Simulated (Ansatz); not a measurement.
This geometry of C₂H₃NO₂ (8 atoms, charge 0, multiplicity 1) is a first-order saddle point.

These are results of RKS B3LYP/def2-SVP in Ansatz, not measurements.

```xyz
8
Properties=species:S:1:pos:R:3
N -1.327 0.149 1.645
C -0.604 0.214 0.638
C 0.355 0.058 -0.267
O 1.320 0.995 -0.484
O 0.348 -0.963 -1.187
H -2.227 0.643 1.527
H 1.868 0.658 -1.206
H 0.359 -1.811 -0.722
```

Task: Which two structures does it join? (They come from a converged band through this point; their orientation in space is the band's.)

Result: No bond is made or broken. The dihedral O5–C3–O4–H7 goes from -54 to 56°.

Initial state:

```xyz
8
Properties=species:S:1:pos:R:3
N -1.036 0.037 1.797
C -0.483 0.126 0.692
C 0.271 0.078 -0.398
O 0.993 1.153 -0.810
O 0.269 -0.962 -1.296
H -1.976 0.464 1.816
H 1.883 0.843 -1.039
H 0.172 -1.797 -0.818
```

Final state:

```xyz
8
Properties=species:S:1:pos:R:3
N -1.411 0.401 1.596
C -0.618 0.195 0.673
C 0.318 -0.142 -0.202
O 1.542 0.468 -0.214
O 0.077 -1.084 -1.168
H -2.154 1.077 1.364
H 1.669 0.864 -1.092
H 0.670 -1.836 -1.012
```

Task: How far does it lie above each of them?

Result: 0.033 eV above the first and 0.100 eV above the second. This is the barrier of this one path; another mechanism may lie lower.

Run time: 8.4 min on 1 thread of Intel(R) Xeon(R) Processor @ 2.50GHz (Skylake/Cascade Lake), on a shared host, peak memory 0.17 GiB.
